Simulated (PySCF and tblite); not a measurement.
Results of a calculation; reference values are marked as such.
5 constitutional isomers of C4H3FO:

```json
{"isomer": "A", "SMILES": "[O:1]=[C:2]1[CH2:3][CH:4]=[C:5]1[F:6]"}
{"isomer": "B", "SMILES": "[O:1]=[C:2]=[CH:3]/[CH:4]=[CH:5]/[F:6]"}
{"isomer": "C", "SMILES": "[F:1][c:2]1[cH:3][cH:4][cH:5][o:6]1"}
{"isomer": "D", "SMILES": "[O:1]=[C:2]1[CH:3]=[C:4]([F:5])[CH2:6]1"}
{"isomer": "E", "SMILES": "[F:1][c:2]1[cH:3][cH:4][o:5][cH:6]1"}
```

Protocol: conformer search, at most 3 conformers an isomer, GFN2-xTB geometries, energies B3LYP/def2-TZVP (D3(BJ) added where defined), GIAO shieldings PBE0/pcSseg-1, weights at 298.15 K with GFN2-xTB thermal terms. Programs: PySCF with density fitting and tblite.

(1) What shifts does each isomer give (ppm)?

Unscaled ¹⁹F shifts at such levels can be off by tens of ppm; differences between conformers or isomers are more reliable. Shifts are unscaled: against experiment ¹³C can be off by 15 ppm or more and ¹H by 0.8 ppm.

Results:

(1) 
A: ¹H (against TMS): 7.55 (H4, 1H), 2.74 (H3, 2H). ¹³C (against TMS): 187.6 (C2), 160.7 (C5), 146.3 (C4), 39.4 (C3). ¹⁹F (against CFCl3): -96.1 (F6).

B: ¹H (against TMS): 6.95 (H5, 1H), 5.79 (H4, 1H), 3.78 (H3, 1H). ¹³C (against TMS): 210.3 (C2), 152.9 (C5), 104.9 (C4), 22.2 (C3). ¹⁹F (against CFCl3): -132.6 (F6).

C: ¹H (against TMS): 6.98 (H5, 1H), 6.61 (H4, 1H), 5.73 (H3, 1H). ¹³C (against TMS): 168.8 (C2), 136.1 (C5), 118.2 (C4), 89.5 (C3). ¹⁹F (against CFCl3): -119.5 (F1).

D: ¹H (against TMS): 5.08 (H3, 1H), 3.37 (H6, 2H). ¹³C (against TMS): 194.8 (C4), 181.5 (C2), 122.0 (C3), 51.7 (C6). ¹⁹F (against CFCl3): -58.8 (F5).

E: ¹H (against TMS): 7.52 (H6, 1H), 7.32 (H4, 1H), 6.59 (H3, 1H). ¹³C (against TMS): 165.3 (C2), 145.5 (C4), 131.6 (C6), 109.4 (C3). ¹⁹F (against CFCl3): -181.4 (F1).
